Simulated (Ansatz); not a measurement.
## Worked example: correlation energy of H$_{2}$Al–CH$_{3}$⁺, quartet

Geometry: that of the H2Al–CH3, triplet, kept fixed. The doublet lies 3.0 eV lower here.

```xyz
7

Al   -0.0756    0.0440    0.7806
C     0.0338   -0.0741   -1.4575
H     0.7854    1.3182    0.1705
H     0.7928   -1.1841    1.3321
H    -0.4616   -1.0447   -1.3779
H    -0.5650    0.7250   -1.8764
H     1.0678   -0.1093   -1.7772
```

Basis cc-pVTZ; Ansatz 0.2.0. Only valence electrons are correlated (noble-gas cores frozen), which leaves 11 electrons in 128 orbitals. R marks a restricted (for open shells ROHF) determinant, U an unrestricted one.

Full CI isn't at hand for all of this; UCCSDT(Q) serves as the reference, and is uncertain by about the last step of the cluster series.

Runs differ by some tens of microhartree through their thresholds and, for an open shell, their frozen cores, so steps under 0.03 kcal/mol mean nothing.

| level | total energy (hartree) |
| --- | --- |
| UHF | -282.255340 |
| UMP2 | -282.466241 |
| UCCSD | -282.503988 |
| UCCSD(T) | -282.512196 |
| UCCSDT | -282.513449 |
| UCCSDT(Q) | -282.513772 |

Q: What is the correlation energy at UCCSDT(Q), and what share of it do UMP2 and UCCSD(T) recover?

A: E(corr) = -282.513772 − (-282.255340) = -0.258432 hartree = -7.032 eV. UMP2: -0.210901 / -0.258432 = 81.61 %. UCCSD(T): -0.256856 / -0.258432 = 99.39 %.

Q: By how many kcal/mol does UCCSD(T) miss UCCSDT(Q) (1 hartree = 627.509 kcal/mol), and which steps make up the rest?

A: -282.512196 − (-282.513772) = 0.001576 hartree = 0.99 kcal/mol. Steps: UCCSDT − UCCSD(T) = -0.79, UCCSDT(Q) − UCCSDT = -0.20 kcal/mol. Differences between like states or geometries often cancel part of this.
